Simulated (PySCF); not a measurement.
# C4H5P: the cost of one run

The runs use PySCF 2.14.0; levels as typed in each script, gas phase, geometry from GFN2-xTB.

## 1. The system as given

SMILES `c1cc[pH]c1`, 10 atoms, charge 0, spin multiplicity 1.

Bond lengths: C1–C2 1.438 Å, C1–C5 1.346 Å, C1–H6 1.079 Å, C2–C3 1.346 Å, C2–H7 1.079 Å, C3–P4 1.804 Å, C3–H8 1.077 Å, P4–C5 1.804 Å, P4–H9 1.396 Å, C5–H10 1.077 Å. Angles: C2–C1–C5 113.9°, C2–C1–H6 121.7°, C5–C1–H6 124.4°, C1–C2–C3 113.9°, C1–C2–H7 121.7°, C3–C2–H7 124.4°, C2–C3–P4 111.2°, C2–C3–H8 125.4°, P4–C3–H8 123.0°, C3–P4–C5 89.0°, C3–P4–H9 96.6°, C5–P4–H9 96.6°, C1–C5–P4 111.2°, C1–C5–H10 125.4°, P4–C5–H10 123.0°.

Geometry (Å):

```mol
C4H5P
  3D, bonds by distance, orders not assigned

 10 10  0  0  0  0  0  0  0  0999 V2000
   -1.2802   -0.7192   -0.0014 C   0  0
   -1.2803    0.7191   -0.0014 C   0  0
   -0.0501    1.2648    0.0299 C   0  0
    1.2285    0.0000   -0.1086 P   0  0
   -0.0500   -1.2647    0.0299 C   0  0
   -2.1979   -1.2863   -0.0019 H   0  0
   -2.1980    1.2861   -0.0019 H   0  0
    0.1652    2.3196    0.0270 H   0  0
    1.6012    0.0001    1.2365 H   0  0
    0.1655   -2.3196    0.0270 H   0  0
  1  2  8  0
  2  3  8  0
  3  4  8  0
  4  5  8  0
  1  6  8  0
  2  7  8  0
  3  8  8  0
  4  9  8  0
  5 10  8  0
  1  5  8  0
M  END
```

## 2. Stretching a bond (cc-pvdz)

The input, input.py:

```python
import numpy as np
from pyscf import gto, scf, mcscf

mol = gto.M(atom='''
C     -1.28024    -0.71917    -0.00139
C     -1.28032     0.71907    -0.00139
C     -0.05010     1.26476     0.02985
P      1.22853     0.00003    -0.10856
C     -0.04998    -1.26473     0.02986
H     -2.19791    -1.28627    -0.00187
H     -2.19804     1.28607    -0.00187
H      0.16523     2.31961     0.02699
H      1.60120     0.00012     1.23648
H      0.16546    -2.31956     0.02700
''', basis='cc-pvdz', charge=0, spin=0, verbose=4)
# stretch the bond between atoms 4 and 9, from long to short, fragments rigid
a, b, move = 3, 8, [8]
xyz = mol.atom_coords(unit='Angstrom')
u = xyz[b] - xyz[a]
r0 = np.linalg.norm(u)
rows, last, dm_u = [], None, None
for r in [3.86, 3.04, 2.48, 2.14, 1.86, 1.66, 1.52, 1.38, 1.27]:
    new = xyz.copy()
    new[move] += u / r0 * (r - r0)
    m = mol.set_geom_(new, unit='Angstrom', inplace=False)
    rhf = scf.RHF(m).density_fit(auxbasis='def2-universal-jkfit').run()
    uhf = scf.UHF(m).density_fit(auxbasis='def2-universal-jkfit').newton()
    if dm_u is None:
        c = rhf.mo_coeff
        h = m.nelectron // 2 - 1
        ca, cb = c.copy(), c.copy()
        ca[:, h], cb[:, h] = (c[:, h] + c[:, h + 1]) / 2**.5, (c[:, h] - c[:, h + 1]) / 2**.5
        dm_u = np.array([x[:, :h + 1] @ x[:, :h + 1].T for x in (ca, cb)])
    uhf.kernel(dm0=dm_u)
    for _ in range(3):
        c, _, stable, _ = uhf.stability(return_status=True)
        if stable:
            break
        uhf.kernel(c, uhf.mo_occ)
    dm_u = uhf.make_rdm1()
    mc = mcscf.CASSCF(rhf, 2, 2)
    mc.natorb = True
    mc.fix_spin_(ss=0)
    guess = mcscf.addons.make_natural_orbitals(uhf)[1] if last is None else mcscf.project_init_guess(mc, last.mo_coeff, last.mol)
    mc.kernel(guess)
    last = mc
    act = slice(mc.ncore, mc.ncore + mc.ncas)
    print('r %.3f  RHF %.6f  UHF %.6f  <S^2> %.3f  CASSCF %.6f  occupations' % (r, rhf.e_tot, uhf.e_tot, uhf.spin_square()[0], mc.e_tot), mc.mo_occ[act].round(4))
    rows.append((new, rhf.e_tot, uhf.e_tot, uhf.spin_square()[0], mc.e_tot, mc.mo_occ[act], mc.mo_coeff[:, act], dm_u[0] - dm_u[1], rhf.converged and uhf.converged and mc.converged))
    np.savez('result.npz', **{k: [row[i] for row in rows] for i, k in enumerate('xyz rhf uhf s2 cas occ c spin ok'.split())})
```

On the command line:

```sh
> OMP_NUM_THREADS=1 python input.py
```

What time and memory should one allow on 1 thread of Arm Neoverse V1, shared host?

About 7.9 min, with a peak of 0.27 GiB.
